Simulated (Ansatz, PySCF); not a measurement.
Molecule: BCl2, net charge 0, doublet state. It need not be the lowest isomer of its formula. 
Coordinates optimised at B3LYP-D3(BJ)/def2-TZVP (Ansatz, a quantum-chemistry and plane-wave program):
SMILES: Cl[B]Cl
```xyz
3

B     -0.0053     0.6863    -0.0382
Cl     1.5376    -0.0889     0.0100
Cl    -1.5361    -0.1130     0.0012
```
Charge 0, spin multiplicity 2.


Property: enthalpy of formation at 298 K (from the atomisation energy, B3LYP-D3(BJ)/def2-TZVP harmonic zero-point and thermal terms from PySCF, and the atoms' enthalpies of formation in the G2/97 table, which holds older values for B and Si; no spin-orbit terms, and no core term in the frozen-core levels), in kcal/mol. Valence correlation only, unless marked. UHF or UKS for open shells. No spin-orbit coupling. No relativistic terms. The coupled-cluster limit lacks core correlation, which all-electron functionals hold. CBS(X,Y): correlation extrapolated as X^-3; Hartree-Fock from the larger set.

```
level                      program  enthalpy of formation at 298 K (kcal/mol)
------------------  --------------  -----------------------------------------
HF/cc-pwCVTZ                Ansatz                                       40.2
BLYP-D4/def2-TZVPD  Ansatz + dftd4                                       -7.9
```

Task: What does CCSD(T)/CBS(cc-pV(T+d)Z,cc-pV(Q+d)Z) (Ansatz) give?

Result: -6.7 kcal/mol
